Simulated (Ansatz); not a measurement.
# BH2O (SMILES B[O]): the energy to break a bond

The species is BH2O (4 atoms), meant as a doublet with charge 0. SMILES: `B[O]`. The shape was relaxed beforehand at r2SCAN/def2-SVP.

```xyz
4

B     0.0109   -0.0141   -0.0070
O     1.0331   -0.3433    0.6822
H    -1.0644   -0.5869    0.1465
H     0.0758    0.8840   -0.8418
```

Wanted: the dissociation energy of the H3–B1 bond into doublet H and singlet HBO (shapes relaxed at r2SCAN/def2-SVP, no zero-point term). 1 Eh = 2625.50 kJ/mol = 27.2114 eV. Totals in Eh; open shells run unrestricted unless said.

```
              level  program         BH2O  doublet H  singlet HBO
  USVWN5/def2-TZVPP   Ansatz  -100.444008  -0.478344   -99.924895
   UBLYP/def2-TZVPP   Ansatz  -101.268372  -0.497552  -100.737426
UPBE0-D4/def2-TZVPP   Ansatz  -101.163506  -0.501036  -100.629415
```

Question: Work out the dissociation energy at each level.

Answer: 
1. USVWN5/def2-TZVPP: (-0.478344) + (-99.924895) − (-100.444008) = 0.040769 Eh = 107.0 kJ/mol = 1.11 eV.
2. UBLYP/def2-TZVPP: (-0.497552) + (-100.737426) − (-101.268372) = 0.033394 Eh = 87.7 kJ/mol = 0.91 eV.
3. UPBE0-D4/def2-TZVPP: (-0.501036) + (-100.629415) − (-101.163506) = 0.033055 Eh = 86.8 kJ/mol = 0.90 eV.

The levels span 87 to 107 kJ/mol; no measured value is set beside them. A fragment with an even electron count was run as a singlet and may have a lower triplet. A bond enthalpy at 298 K also holds the loss of zero-point energy and thermal terms.
